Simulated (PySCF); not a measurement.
**Orbital picture of LiC⁺**

CAM-B3LYP at R = 2.370 Å; PySCF, no relativity, basis sets Li aug-pcseg-1, C aug-pcseg-1. State: ³Π (triplet), unpaired electrons σ ↑, π ↑. Only the outer orbitals are listed, counted within each symmetry.

```csv
spin,orbital,occ.,ε (eV),on Li (%),main shells (%)
α,3σ,1,-24.36,1,99 C s
α,4σ,1,-15.63,1,98 C p
α,1π,1,-15.15,0,99 C p
α,1π,0,-8.64,2,98 C p
α,5σ,0,-5.53,101,94 Li s
α,2π,0,-3.90,97,97 Li p
β,3σ,1,-21.16,1,98 C s
β,1π,0,-7.82,3,96 C p
β,4σ,0,-7.47,22,"75 C p, 19 Li s"
β,1π,0,-6.69,8,91 C p
```

Task: Which are the highest filled and the lowest empty level, where do they sit, and how wide is the gap?

Result: Highest filled α 1π at -15.15 eV (in %: 99 C p); lowest empty α 1π at -8.64 eV (in %: 98 C p); the gap at CAM-B3LYP is 6.51 eV. Both belong to one degenerate shell, split only by its one-sided filling, so this is no excitation gap.

The bond order (Mayer) is 0.07, the ⟨S²⟩ is 2.003 and the charge on Li (Mulliken, basis-dependent) is 0.97. The charge on Li (Löwdin, basis-dependent) is 0.82 and the dipole moment (positive dipole points towards C; it is taken about the centre of mass and depends on that origin) is -5.72 D. The polarisability along the bond is 14.1 bohr³ and the polarisability across the bond is 11.1 bohr³.

Shares are Mulliken populations and can fall outside 0 to 100 %.

The state is the lowest determinant that a PBE0 search found; another state may lie lower at other levels.
